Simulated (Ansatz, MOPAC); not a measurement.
# Cubic BN: properties by level of theory

Reference values: lattice constant a 3.593 Å (measured, corrected for zero-point motion; as tabulated in Goldzak et al. (2022), arXiv:2208.04865); bulk modulus 410 GPa (measured, 0 K value with the zero-point phonon effect removed, our sources range from 388 to 410; as tabulated in Mejia-Rodriguez and Trickey (2018), arXiv:1807.09216).

```csv
level (code),lattice constant a (Å),bulk modulus (GPa)
PM6 semi-empirical Hartree-Fock (MOPAC),3.639,549
PBE-D3(BJ) (Ansatz),3.607,381
Hartree–Fock (Ansatz),3.599,431
```

Differences from the reference values (errors of the level alone only where the reference is corrected to a static lattice):

| level | lattice constant a (%) | bulk modulus (%) |
|---|---|---|
| PM6 semi-empirical Hartree-Fock (MOPAC) | +1.28 | +34 |
| PBE-D3(BJ) | +0.39 | -7.1 |
| Hartree–Fock | +0.17 | +5.1 |

Nearest: lattice constant a, Hartree–Fock; bulk modulus, Hartree–Fock or PBE-D3(BJ).

Caveats: the method was fitted mainly to molecules (PM6 semi-empirical Hartree-Fock (MOPAC)); the run uses a supercell at the zone centre in place of a k mesh (PM6 semi-empirical Hartree-Fock (MOPAC)). Ansatz's density-functional and Hartree–Fock values are scalar-relativistic unless marked +SOC, with PAW data made under PBE.

Differences are worked out from the printed values.

The computed numbers hold no vibrational or temperature effects.

Ansatz is a first-principles code.
